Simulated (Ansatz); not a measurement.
**Ca2Br3: from a trial structure to a relaxed crystal**

Method: DFT PBE, scalar-relativistic, plane waves, PAW (Ansatz 0.2.0). Cutoff 420 eV, Γ-centred k mesh, Gaussian smearing, no spin polarisation in the final step.

The start puts Ca2Br3 on the sites of a reported Th3Ga2 cell (P4/mbm, No. 127), with Ca in place of Ga, Br in place of Th, at a guessed volume.

```
CELL_PARAMETERS angstrom
8.38517 0.00000 0.00000
0.00000 8.38517 0.00000
0.00000 0.00000 4.42737
ATOMIC_POSITIONS crystal
Ca 0.38270 0.88270 0.00000
Ca 0.11730 0.38270 0.00000
Ca 0.61730 0.11730 0.00000
Ca 0.88270 0.61730 0.00000
Br 0.00000 0.00000 0.00000
Br 0.50000 0.50000 0.00000
Br 0.17680 0.67680 0.50000
Br 0.32320 0.17680 0.50000
Br 0.82320 0.32320 0.50000
Br 0.67680 0.82320 0.50000
```

Cell and atoms relax at zero pressure; the relaxation can't lower the symmetry of the start. After a coarse first stage the cell is made exact in the group found at 0.06 Å.

The zero of energy is the elements' standard structures at the same level; no fitted shifts are applied.

(1) Which crystal results?

(2) What are its volume, energy, density and gap?

Results:

(1) It keeps P4/mbm (No. 127). Conventional cell: a = 8.006 Å, c = 4.574 Å. Ca has 4 Br at 2.99–3.06 Å, 4 Br at 3.44 Å and 1 Ca at 3.75 Å; Br on Wyckoff site a (2 atoms of the primitive cell) is coordinated by 4 Ca at 2.99 Å; around Br on Wyckoff site h (4 atoms of the primitive cell) lie 2 Ca at 3.06 Å, 4 Ca at 3.44 Å, 1 Br at 3.50 Å and 4 Br at 3.80 Å.

```
Ca Br
1.0
     8.00577    0.00000    0.00000
     0.00000    8.00577    0.00000
     0.00000    0.00000    4.57357
Ca Br
4 6
Cartesian
  2.6759 6.6787 0.0000
  1.3270 2.6759 0.0000
  5.3299 1.3270 0.0000
  6.6787 5.3299 0.0000
  0.0000 0.0000 0.0000
  4.0029 4.0029 0.0000
  1.2369 5.2398 2.2868
  2.7660 1.2369 2.2868
  6.7689 2.7660 2.2868
  5.2398 6.7689 2.2868
```

(2) The volume per atom is 29.31 Å³ and the density is 3.62 g/cm³. The energy over the elements is -1.61 eV/atom. The gap on the 6×6×8 mesh is 0 eV (a metal).

The final run used a 6×6×8 mesh on its 10-atom cell and 0.10 eV smearing. For metals, differences of a few meV/atom aren't resolved. Symmetry constrained the relaxation, so the result can be a saddle point. The steps took of the order of 4 core-minutes in all.